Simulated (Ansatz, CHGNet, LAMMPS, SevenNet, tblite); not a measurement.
# How well does each level of theory give the LO phonon frequency at L of zinc-blende ZnSe?

Reference value: 215 cm⁻¹ (measured, temperature not stated, not corrected to a static lattice, sources range from 215 to 236; as tabulated in Talwar et al. (2016), doi:10.1080/14686996.2016.1222495).

```tsv
level (code)	value (cm⁻¹)	cell (Å³/atom)	difference (%)
ionic model grunwald2012 (rigid ions, LAMMPS)	229	25.07	+6.5
GFN1-xTB (tblite)	157	25.26	-27
GFN2-xTB (tblite)	171	25.55	-20
CHGNet-r²SCAN (CHGNet)	147	22.63	-32
SevenNet-l3i5 (SevenNet)	196	23.64	-8.8
LDA (Ansatz)	221	21.57	+2.8
PBE (Ansatz)	201	23.55	-6.5
r²SCAN (Ansatz)	213	22.73	-0.9
```

Nearest, and too close to rank with a margin of 9.8 % (twice that across the reference) picked here for doubts on the reference and the settings, and for temperature and zero-point motion: r²SCAN (-0.9 %), LDA (+2.8 %), ionic model grunwald2012 (+6.5 %), PBE (-6.5 %), SevenNet-l3i5 (-8.8 %). CHGNet-r²SCAN (-32 %) misses by most.

The measured value isn't corrected to a static lattice, so vibrations enter the comparison.  GFN1-xTB, GFN2-xTB: the method was fitted mainly to molecules. GFN1-xTB, GFN2-xTB: the run uses a supercell at the zone centre in place of a k mesh. Each level is taken at its own relaxed cell. Cutoffs and k meshes differ between the levels. Ansatz's density-functional and Hartree–Fock values are scalar-relativistic unless marked +SOC, with PAW data made under PBE.

Empirical potentials (ionic model grunwald2012) are fitted to chosen data, which need not cover the solid at hand: agreement can be built in, and what lay outside the fit can be far off. Machine-learned potentials (CHGNet-r²SCAN, SevenNet-l3i5) are trained on DFT data, which may include these solids.

Differences are worked out from the printed values.

Ansatz is a program for electronic structure.
